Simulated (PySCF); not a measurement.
Molecular orbitals of OF

r²SCAN0 at R = 1.337 Å; O aug-cc-pVDZ, F aug-cc-pVDZ; no relativity (PySCF 2.14). State: ²Π (doublet), unpaired electrons π ↑. Only the outer orbitals are listed, counted within each symmetry.

```
spin  orbital  occ.  ε (eV)  on O (%)         main shells (%)
   α       3σ     1  -38.64        20          75 F s, 18 O s
   α       4σ     1  -28.11        69          70 O s, 25 F s
   α       1π     1  -16.64        43          56 F p, 43 O p
   α       5σ     1  -16.58        46  52 F p, 35 O p, 11 O s
   α       1π     1  -15.58        28          72 F p, 28 O p
   α       2π     1  -11.84        57          57 O p, 43 F p
   α       2π     1  -10.18        72          72 O p, 28 F p
   α       6σ     0   -0.48        69          72 O p, 43 F p
   β       3σ     1  -38.01        14          81 F s, 12 O s
   β       4σ     1  -26.06        70  70 O s, 20 F s, 10 F p
   β       5σ     1  -16.08        49  50 F p, 33 O p, 15 O s
   β       1π     1  -15.31        24          76 F p, 24 O p
   β       1π     1  -14.41        12          87 F p, 12 O p
   β       2π     1   -9.52        76          76 O p, 24 F p
   β       2π     0   -4.23        88          88 O p, 11 F p
   β       6σ     0    0.21        77          77 O p, 41 F p
```

Q: Which are the highest filled and the lowest empty level, where do they sit, and how wide is the gap?

A: Highest filled β 2π at -9.52 eV (in %: 76 O p, 24 F p); lowest empty β 2π at -4.23 eV (in %: 88 O p, 11 F p); the gap at r²SCAN0 is 5.29 eV. Both belong to one degenerate shell, split only by its one-sided filling, so this is no excitation gap.

The bond order (Mayer) is 0.85 and the ⟨S²⟩ is 0.755. The charge on O (Mulliken, basis-dependent) is 0.19, the charge on O (Löwdin, basis-dependent) is 0.06 and the dipole moment (positive dipole means O(−)F(+)) is -0.06 D.

The state was picked by a PBE0 search and need not be the measured ground state.
